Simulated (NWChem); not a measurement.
Molecule: hydrazine (N2H4); SMILES NN

Results from NWChem. Coordinates come from a PBE0/def2-SVP optimisation.

Task: Estimate the computed values for B3LYP/def2-TZVPP. Quantities: highest occupied level (eV); orbital gap (eV); dipole (D).

Result: 
```json
{
  "highest occupied level (eV)": "-6.88",
  "orbital gap (eV)": "7.49",
  "dipole (D)": "1.93"
}
```
